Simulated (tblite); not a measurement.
Compound: C4H6N2.
SMILES with atom numbers: `[H]/[N:4]=[C:3]([CH:2]=[CH2:1])/[CH:5]=[N:6]\[H]` (hydrogens: H7, H8 on C1; H9 on C2; H10 on N4; H11 on C5; H12 on N6)

Structure used (GFN2-xTB), in Å, numbered top down from 1:
```xyz
12
C4H6N2 angstrom
C      1.9695    0.7743   -0.1221
C      0.9709   -0.0183   -0.4924
C     -0.3574   -0.0305    0.1383
N     -0.7610    0.6839    1.1064
C     -1.3489   -0.9902   -0.4187
N     -2.5252   -1.1428   -0.0103
H      1.8754    1.4815    0.6876
H      2.9277    0.7506   -0.6114
H      1.1058   -0.7147   -1.3095
H     -0.0820    1.3392    1.4848
H     -1.0187   -1.6093   -1.2488
H     -2.7550   -0.5244    0.7702
```

Computed values, GFN2-xTB/tblite, gas phase, harmonic and unscaled. Against measured fundamentals such values can be off by several per cent, at times by over 20. One conformer, not necessarily the lowest. The optimisation stopped once no atom felt more than 0.01 eV/Å.

Lowest wavenumbers of the output (negative numbers stand for imaginary wavenumbers):
```
mode    cm-1
  1     -50.5
  2      84.1
  3     222.4
  4     327.8
  5     375.0
  6     448.0
  7     570.5
  8     604.5
```

Problem. Is this structure a minimum?

Solution. Not by this Hessian. 1 mode is imaginary beyond 20i (50i cm⁻¹), so at this level the point lies at or near a first-order saddle. The curvature is small, so loose convergence or finite differences may be the whole cause.

Problem. Which atoms move in the imaginary mode?

Solution. 50i: C1 (terminal =CH2 carbon) 22 %, H7 (vinylic hydrogen) 21 %, C2 (alkene CH carbon) 21 %, H9 (vinylic hydrogen) 18 %. These are shares of the mass-weighted motion.

Problem. What is the remedy?

Solution. Step along that mode in both directions, optimise again with tighter thresholds and repeat the frequencies. The zero-point energy of this point (58.2 kcal/mol) counts the 29 real modes alone, and thermal corrections from it aren't those of a minimum.

Hardware: one thread of an Arm Neoverse N1, shared host with 64 logical CPUs at a one-minute load of 58. Cost: 0.35 s of wall time. The figure is for the frequency step alone.
